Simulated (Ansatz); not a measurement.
Palladium, fcc: convergence with the plane-wave cutoff

Computed with Ansatz, r²SCAN, scalar-relativistic PAW, on the relaxed cell (a = 3.912 Å; spin not included). Errors count from a run at 500 eV on a Γ-centred 23×23×23 mesh with Fermi-Dirac smearing of 0.1 eV, extrapolated to zero width. Fixed here: mesh 14×14×14, Fermi-Dirac width 0.1 eV. The pressure holds a Pulay correction and is unreliable far below the recommended cutoff. The SCF starts from atomic densities corrected by a trained network.

```json
{"cutoff (eV)": "150", "E(σ→0) error (meV/atom)": "58388.8", "P (GPa)": "-112.17", "SCF iterations": "8"}
{"cutoff (eV)": "200", "E(σ→0) error (meV/atom)": "12133.4", "P (GPa)": "-4.19", "SCF iterations": "7"}
{"cutoff (eV)": "250", "E(σ→0) error (meV/atom)": "1782.8", "P (GPa)": "2.21", "SCF iterations": "7"}
{"cutoff (eV)": "300", "E(σ→0) error (meV/atom)": "197.8", "P (GPa)": "-0.74", "SCF iterations": "9"}
{"cutoff (eV)": "350", "E(σ→0) error (meV/atom)": "28.6", "P (GPa)": "-0.11", "SCF iterations": "8"}
{"cutoff (eV)": "420", "E(σ→0) error (meV/atom)": "15.8", "P (GPa)": "-0.01", "SCF iterations": "7"}
{"cutoff (eV)": "500", "E(σ→0) error (meV/atom)": "7.5", "P (GPa)": "0.02", "SCF iterations": "8"}
{"cutoff (eV)": "600", "E(σ→0) error (meV/atom)": "3.2", "P (GPa)": "0.03", "SCF iterations": "8"}
{"cutoff (eV)": "800", "E(σ→0) error (meV/atom)": "1.2", "P (GPa)": "0.01", "SCF iterations": "8"}
```

Within 5 meV/atom of the last row: from 600 eV on.
